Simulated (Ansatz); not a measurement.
**NH₃ (triplet): wave-function methods side by side at distance H1–H2 along a hydrogen transfer = 1.046 Å, 6-31G**

How much of the correlation energy of NH₃ (triplet) does each wave-function method recover here?

The runs use Ansatz 0.2.0, Gaussian basis; 6-31G, core rule «outside noble gas», up to 1 orbitals frozen.

To be run: UHF; CCSD(T) on ROHF; CCSD(T) on UHF; BCCD(T) on ROHF; CISD; CCSDT(Q) on ROHF; CCSDT(Q) on UHF; CISDTQ; CCSDTQ on ROHF; CCSDTQ on UHF; CASSCF and MRCISD+Q, 4 electrons in 4 orbitals; CASSCF and NEVPT2, 4 electrons in 4 orbitals; CASSCF and MRCISD+Q, 8 electrons in 7 orbitals; CASSCF and NEVPT2, 8 electrons in 7 orbitals; Full CI.

6 further runs of the same task are left out: 6 that didn't finish.

## Step 1: What is computed

The geometry derives from fragments relaxed apart (PBE0/def2-TZVP) and kept rigid, so it is no stationary point. A hydrogen atom is moved between rigid fragments.

4 atoms, charge 0, spin multiplicity 3.

Atoms are counted from 1 here; the program's logs count them from 0.

Bond lengths: H2–N3 1.265 Å, N3–H4 1.040 Å. Angles: H2–N3–H4 105.0°.

## Step 2: UHF

File in.yaml:

```yaml
crystal:
  periodic: [false, false, false]
  atoms:
    - {symbol: H, position_ang: [-2.115282, 0.059434, 0.000000]}
    - {symbol: H, position_ang: [-1.069282, 0.059434, 0.000000]}
    - {symbol: N, position_ang: [0.195718, 0.059434, 0.000000]}
    - {symbol: H, position_ang: [0.464799, -0.944792, 0.000000]}
basis:
  gaussian: {orbitals: 6-31G}
magnetization: {spin_polarized: true, initial_magnetization: 2}
hamiltonian: {xc: hf}
output: {orbitals: {seedname: orbitals}}
```

The run is started by

```bash
ansatz run in.yaml --threads 1 --pin off --events-out ev --progress --plain --max-ram 2393MiB
```

After this run come: CCSD(T) on ROHF; CCSD(T) on UHF; BCCD(T) on ROHF; CISD; CCSDT(Q) on ROHF; CCSDT(Q) on UHF; CISDTQ; CCSDTQ on ROHF; CCSDTQ on UHF; CASSCF and MRCISD+Q, 4 electrons in 4 orbitals; CASSCF and NEVPT2, 4 electrons in 4 orbitals; CASSCF and MRCISD+Q, 8 electrons in 7 orbitals; CASSCF and NEVPT2, 8 electrons in 7 orbitals; Full CI.

Q: Predict the results of all the runs planned. Wanted: FCI below the RHF energy; RMP2 from FCI; UMP2 from FCI; RCCSD from FCI; RCCSD(T) from FCI; UCCSD(T) from FCI; RCCSDT(Q) from FCI; UCCSDT(Q) from FCI; NEVPT2 pair from FCI.

As calculated:

| quantity | value |
| --- | --- |
| FCI below the RHF energy | -3.4858 eV |
| RMP2 from FCI | +665.2 meV |
| UMP2 from FCI | +654.6 meV |
| RCCSD from FCI | +61.0 meV |
| RCCSD(T) from FCI | +15.6 meV |
| UCCSD(T) from FCI | +14.7 meV |
| RCCSDT(Q) from FCI | +0.5 meV |
| UCCSDT(Q) from FCI | 0.0 meV |
| NEVPT2 pair from FCI | +417.5 meV |
| MRCISD+Q pair from FCI | +19.1 meV |
| NEVPT2 valence from FCI | +319.4 meV |
| levels within 1 kcal/mol (43 meV) | RCCSD(T), UCCSD(T), BCCD(T), RCCSDT, UCCSDT, CISDTQ, RCCSDT(Q), UCCSDT(Q), RCCSDTQ, UCCSDTQ, MRCISD+Q pair, MRCISD+Q valence |
| T1 diagnostic | 0.040 |
| effectively unpaired electrons | 2.03 |

RCCSD(T) lands +15.6 meV from the yardstick (0.4 % of the correlation energy). One determinant dominates. Of the multireference levels listed MRCISD+Q valence comes nearest in total energy (+13.2 meV), which doesn't show that its space is the better one. These misses are within one basis, not against nature; the frozen cores of restricted and unrestricted runs differ, which can shift their rows.
